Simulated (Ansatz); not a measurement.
Diamond, treated with r²SCAN (Ansatz, a first-principles code, PAW).

Settings: plane-wave cutoff 500 eV, 3×3×3 k mesh, gaussian smearing 0.02 eV, cell of 64 sites, scalar-relativistic PAW data made under PBE.

Q: What does this level give for the vacancy formation energy and vacancy formation energy before relaxation?

A: 
* **vacancy formation energy**: 7.07 eV
* **vacancy formation energy before relaxation**: 7.95 eV

Note: the vacancy is neutral, without spin, and relaxed from the ideal cell, whose symmetry can bar a Jahn–Teller distortion; the defect's distortion and the cell size are not converged; energies are extrapolated to zero smearing, and mesh and cell size move such values by some tenths of an eV.

Computed values are for the static lattice.

Computing time: roughly 3 core-minutes.
